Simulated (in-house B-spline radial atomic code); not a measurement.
Values are calculated unless marked as measured or tabulated.
# Stopping and range of 120 keV Al in Si

The pair potential comes from two frozen, spherical free-atom densities (PBE, B-spline radial code, scalar-relativistic past argon): electrostatics plus the change in Thomas-Fermi kinetic and Dirac exchange energy where they overlap, the recipe behind the universal ZBL potential, which averages such potentials (from solid-state densities) over many pairs. It is written V = (Z1 Z2 e²/r) φ(r/a), with e² = 14.3996 eV·Å and a = 0.46850 Å/(Z1^0.23 + Z2^0.23); ZBL's fit is φ = 0.18175 e^(−3.1998x) + 0.50986 e^(−0.94229x) + 0.28022 e^(−0.4029x) + 0.02817 e^(−0.20162x). Where φ falls below 4e-4 it is continued as an exponential.

The target is taken as amorphous, with density 2.329 g/cm³ (NSM archive of the Ioffe Institute); channelling is ignored. Masses: Al 26.98, Si 28.09 u. Nuclear stopping is S_n = 4π a Z1 Z2 e² M1/(M1 + M2) × s_n(ε), with s_n integrated over impact parameters for each pair. Electronic stopping is Lindhard and Scharff's S_e = Z1^(1/6) 8π e² a0 Z1 Z2/(Z1^(2/3) + Z2^(2/3))^(3/2) × v/v0, with a0 = 0.529177 Å and v = v0 at 24.801 keV/u; it misses the oscillations with Z1 seen in experiment, which reach tens of per cent. Compounds add by atom fraction.

```json
{"target atom": "Si", "a (Å)": "0.12875", "ε at this energy": "3.007", "s_n, this pair": "0.2403", "s_n, ZBL potential": "0.2234"}
```

Q: What are the atom density and the stopping powers at entry?

A: N = 2.329 × 0.602214/28.09 = 0.04993 atoms/Å³. For Si: S_n = 2077 × 0.2403 = 499.1 eV·Å², S_e = 1.7115 × √120000 = 592.9 eV·Å². Averaged over the target's atoms and times N × 10 Å/nm, the ion loses N S_n = 249 eV/nm to recoils and N S_e = 296 eV/nm to electrons; the nuclear share is 46 %.

Along the track:

| E (keV) | N S_n (eV/nm) | N S_e (eV/nm) |
| --- | --- | --- |
| 6 | 381 | 66.2 |
| 18 | 395 | 115 |
| 36 | 362 | 162 |
| 60 | 320 | 209 |
| 90 | 279 | 256 |
| 120 | 249 | 296 |

Q: Estimate the path length and the projected range.

A: With continuous slowing down the path is the integral of dE/(N (S_n + S_e)). Trapezoids over the table give 217 nm, and the stretch below the first row, with stopping taken as √E, adds 2E/(N S) = 27 nm: 244 nm in all, against 236 nm on a fine grid from 5 eV. Deflections shorten the depth: to first order in the energy passed on, N (S_n + S_e) dR_p/dE = 1 − N S_n (M2/M1) R_p/(2E), summed over the target's atoms, and integrating this on the fine grid gives R_p = 174 nm, 0.74 of the path. Lindhard's rule of thumb R/(1 + M2/3M1), with mean M2/M1 = 1.04, gives 175 nm. On the ZBL potential the same equation gives 185 nm, and the full integral equation, which keeps hard collisions, 195 nm.
